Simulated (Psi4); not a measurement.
**CF2 (SMILES F[C]F) at CAM-B3LYP/def2-TZVPP**

Aim: the vertical singlet–triplet gap of CF2 at CAM-B3LYP/def2-TZVPP, from 2 runs. 

The results are computed with Psi4 1.11.

### 1 The system as given

CF2: 3 atoms, total charge 0, spin state singlet. SMILES: `F[C]F`. The shape is that of a PBE0-D4/def2-TZVP optimisation.

Bond lengths: F1–C2 1.296 Å, C2–F3 1.296 Å. Angles: F1–C2–F3 104.7°.

### 2 The energy at CAM-B3LYP/def2-TZVPP

Input file job.dat:

```
memory 2200 mb

molecule {
  0 1
  F      0.316310     0.971410     0.281600
  C      0.382340    -0.318520     0.175150
  F     -0.698640    -0.652890    -0.456750
  symmetry c1
}

set puream true
set e_convergence 1e-09
set d_convergence 1e-08
set scf_type pk
set dft_radial_points 99
set dft_spherical_points 590

E, wfn = energy('cam-b3lyp/def2-TZVPP', return_wfn=True)
oeprop(wfn, 'WIBERG_LOWDIN_INDICES', 'MAYER_INDICES', 'DIPOLE', title='CAM-B3LYP')
print_variables()
```

Command:

```console
$ psi4 -n 1 job.dat job.out
```

job.out:

```text
[...]
  Running in c1 symmetry.
[...]
  Nuclear repulsion =   64.979424921358842
[...]
  Multiplicity = 1
[...]
  Nalpha       = 12
  Nbeta        = 12
[...]
    Number of basis functions: 93
[...]
   @RKS iter   1:  -237.71121197912018   -3.85588e-01   3.61130e-03 ADIIS/DIIS
[...]
   @RKS iter  11:  -237.74423009485503   -5.68434e-13   8.18686e-10 DIIS
[...]
    Orbital Energies [Eh]
    ---------------------
    Doubly Occupied:
       1A    -24.841016     2A    -24.841009     3A    -10.457865
       4A     -1.433723     5A     -1.354461     6A     -0.794466
       7A     -0.688412     8A     -0.644270     9A     -0.638414
      10A     -0.562953    11A     -0.536752    12A     -0.381422
[...]
  @RKS Final Energy:  -237.74423009485503
   => Energetics <=
    Nuclear Repulsion Energy =             64.9794249213588415
    One-Electron Energy =                -457.7016242543088538
    Two-Electron Energy =                 174.4476819370334795
    DFT Exchange-Correlation Energy =     -19.4697126989384870
    Empirical Dispersion Energy =           0.0000000000000000
    VV10 Nonlocal Energy =                  0.0000000000000000
    Total Energy =                       -237.7442300948550269
[...]
 Multipole Moments:
 ------------------------------------------------------------------------------------
     Multipole            Electronic (a.u.)      Nuclear  (a.u.)        Total (a.u.)
 ------------------------------------------------------------------------------------
 L = 1.  Multiply by 2.5417464519 to convert [e a0] to [Debye]
 Dipole X            :         -0.4856454            0.2848877           -0.2007577
 Dipole Y            :          0.3705612           -0.2173724            0.1531888
 Dipole Z            :         -0.0000000            0.0000000           -0.0000000
 Magnitude           :                                                    0.2525281
[...]
```

It took 18 s on 1 thread of Intel Xeon at 2.50GHz (Skylake/Cascade Lake), shared host; peak memory 0.82 GiB.

### 3 The triplet: energy and gradient at UCAM-B3LYP/def2-TZVPP

Input file cf2.xyz:

```xyz
3
CF2
F      0.316310     0.971410     0.281600
C      0.382340    -0.318520     0.175150
F     -0.698640    -0.652890    -0.456750
```

Input file run.py:

```python
import psi4

psi4.set_memory(2200000000)
psi4.set_num_threads(1)
psi4.set_output_file('cf2.out', False)

with open('cf2.xyz') as f:
    atoms = ''.join(f.readlines()[2:])
mol = psi4.geometry('0 3\n' + atoms + 'symmetry c1')

psi4.set_options({
    'reference': 'uks',
    'puream': True,
    'e_convergence': 1e-09,
    'd_convergence': 1e-08,
    'scf_type': 'pk',
    'dft_radial_points': 99,
    'dft_spherical_points': 590,
    'maxiter': 100,
})

E, wfn = psi4.gradient("cam-b3lyp/def2-TZVPP", return_wfn=True)
psi4.oeprop(wfn, "MAYER_INDICES", "WIBERG_LOWDIN_INDICES", "MULLIKEN_CHARGES")
print('gradient / Eh bohr^-1')
print(E.np.round(6))
print(f'energy = {wfn.energy():.10f} Eh')
```

Command:

```console
$ python run.py
```

cf2.out, cut to the lines that bear on the results:

```text
[...]
  Running in c1 symmetry.
[...]
  Nuclear repulsion =   64.979424921358842
[...]
  Multiplicity = 3
[...]
  Nalpha       = 13
  Nbeta        = 11
[...]
    Number of basis functions: 93
[...]
   @UKS iter   1:  -237.61788071244325   -2.92256e-01   3.46749e-03 DIIS/ADIIS
[...]
   @UKS iter  12:  -237.64867282507521   -2.13163e-12   2.66119e-09 DIIS
[...]
   @S^2 Observed:                2.003353669E+00
[...]
  @UKS Final Energy:  -237.64867282507521
   => Energetics <=
    Nuclear Repulsion Energy =             64.9794249213588415
    One-Electron Energy =                -458.1010706706034625
    Two-Electron Energy =                 174.9900574707123724
    DFT Exchange-Correlation Energy =     -19.5170845465429608
    Empirical Dispersion Energy =           0.0000000000000000
    VV10 Nonlocal Energy =                  0.0000000000000000
    Total Energy =                       -237.6486728250752094
[...]
 Multipole Moments:
 ------------------------------------------------------------------------------------
     Multipole            Electronic (a.u.)      Nuclear  (a.u.)        Total (a.u.)
 ------------------------------------------------------------------------------------
 L = 1.  Multiply by 2.5417464519 to convert [e a0] to [Debye]
 Dipole X            :         -0.0697098            0.2848877            0.2151779
 Dipole Y            :          0.0531951           -0.2173724           -0.1641773
 Dipole Z            :          0.0000000            0.0000000            0.0000000
 Magnitude           :                                                    0.2706580
[...]
  -Total Gradient:
     Atom            X                  Y                   Z
    ------   -----------------  -----------------  -----------------
       1       -0.039132632428    -0.031824101144    -0.000000000000
       2        0.018751218950    -0.014305010515    -0.000000000000
       3        0.020358385408     0.046146681601    -0.000000000000
[...]
  Mulliken Charges: (a.u.)
   Center  Symbol    Alpha    Beta     Spin     Total
       1     F     4.63247  4.50231  0.13016 -0.13479
       2     C     3.73505  1.99538  1.73967  0.26957
       3     F     4.63248  4.50231  0.13016 -0.13479
   Total alpha = 13.00000, Total beta = 11.00000, Total charge =  0.00000
  Mayer Bond Indices:
  Total Bond Index:
  Irrep: 1 Size: 3 x 3
[...]
```

The script printed:

```text
gradient / Eh bohr^-1
[[-0.039133 -0.031824 -0.      ]
 [ 0.018751 -0.014305 -0.      ]
 [ 0.020358  0.046147 -0.      ]]
energy = -237.6486728251 Eh
```

Wall time 52 s (1 thread of Intel Xeon at 2.50GHz (Skylake/Cascade Lake), shared host); peak memory 0.82 GiB.

### 4 Summary of results

At CAM-B3LYP/def2-TZVPP:

| quantity | value |
| --- | --- |
| singlet: total energy | -237.74423 Eh |
| singlet: dipole moment | 0.64 D |
| singlet: HOMO energy | -10.38 eV |
| singlet: LUMO energy | -1.00 eV |
| singlet: HOMO–LUMO gap | 9.38 eV |
| triplet: total energy | -237.64867 Eh |
| triplet: dipole moment | 0.69 D |
| triplet: HOMO energy (highest over α and β) | -7.62 eV |
| triplet: LUMO energy (lowest over α and β) | -3.59 eV |
| triplet: ⟨S²⟩ | 2.003 |
| triplet: largest force on an atom | 2.594 eV/Å |
| vertical energy of the triplet above the singlet | 2.600 eV |

**Reading.** At this shape the triplet lies 2.60 eV (60 kcal/mol) above the singlet. Mulliken charges (triplet) run from -0.13 on F1 to +0.27 on C2.
